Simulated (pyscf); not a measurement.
**Hydrogen abstraction: H₂N–W(F)(F)(F)(F)–F + H atom (H•) -> [HN–W(F)(F)(F)(F)–F]• + hydrogen (H₂)**

Gas phase, doublet surface, charge 0. Bonds broken: N1–H8. Bonds formed: H8–H10. Optimised with ωB97X-D3(BJ)/def2-SVP in PySCF.

Transition state (Å):

```xyz
10

N      0.0061     0.6463     0.3200
W     -1.4891     0.0760    -0.7126
F     -1.0720    -1.7350    -0.7088
F     -2.7466    -0.3904    -2.0102
F     -2.4162    -0.2235     0.8568
F     -2.3124     1.7418    -0.7830
F     -0.3023     0.4556    -2.0910
H     -0.2245     0.6465     1.7658
H      0.9557     1.0188     0.2934
H     -0.2474     0.7469     2.5893
```

One imaginary mode, 755i cm⁻¹; descent along it reached the two sides named.

| bond | change | reactant side (Å) | saddle | product side |
|---|---|---|---|---|
| N1–H8 | breaks | 1.020 | 1.464 | 2.8 |
| H8–H10 | forms | 2.8 | 0.830 | 0.760 |

Electronic energies relative to the separated reactants (kcal/mol):

| level | barrier | reaction energy | reverse barrier |
|---|---|---|---|
| ωB97X-D3(BJ)/def2-TZVP | 18.9 | +13.1 | 5.8 |
| PBE/def2-TZVP | 13.0 | +12.4 | 0.6 |
| r²SCAN/def2-TZVP | 12.3 | +9.1 | 3.2 |
| B3LYP-D3(BJ)/def2-TZVP | 12.6 | +8.9 | 3.7 |
| PBE0-D3(BJ)/def2-TZVP | 17.1 | +13.9 | 3.2 |
| M06-2X/def2-TZVP | 21.0 | +14.6 | 6.5 |
| ωB97M-D3(BJ)/def2-TZVP | 19.3 | +13.0 | 6.2 |
| HF/def2-TZVP | 28.5 | +7.4 | 21.2 |

With ωB97M-D3(BJ)/def2-TZVP energies and thermal terms (ideal gas, 1 atm, RRHO with modes under 100 cm⁻¹ raised to 100, one conformer, R ln 2 for chiral ones without a mode under 150 cm⁻¹), in kcal/mol:

| T (K) | ΔH‡ | ΔG‡ | ΔH | ΔG |
|---|---|---|---|---|
| 298 | 16.6 | 22.8 | +11.3 | +10.1 |
| 600 | 16.5 | 29.2 | +11.5 | +8.7 |
| 900 | 16.5 | 35.6 | +11.3 | +7.3 |
| 1200 | 16.4 | 41.9 | +10.9 | +6.0 |

This is the saddle that the search found; another between the same sides may lie lower. The angle at the transferred H is 170°. Open-shell species with a d-block atom are single-reference here; other states, and whether the spin sits on metal or ligand, were not checked. Elements past Kr carry the def2 core potentials, without spin-orbit coupling.
